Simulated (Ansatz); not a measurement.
Anthracene C14H10, treated with rVV10 (PAW; Ansatz, a quantum-chemistry and plane-wave program).

Numerical settings: plane-wave cutoff 500 eV, 4×4×4 k mesh, gaussian smearing 0.02 eV, scalar-relativistic PAW data made under PBE.

Computed at the level's own relaxed cell.

**Question.** Give the computed equilibrium volume per atom.

**Answer.** 
- equilibrium volume per atom: 9.23 Å³/atom

It cost roughly 40 core-minutes of CPU time.
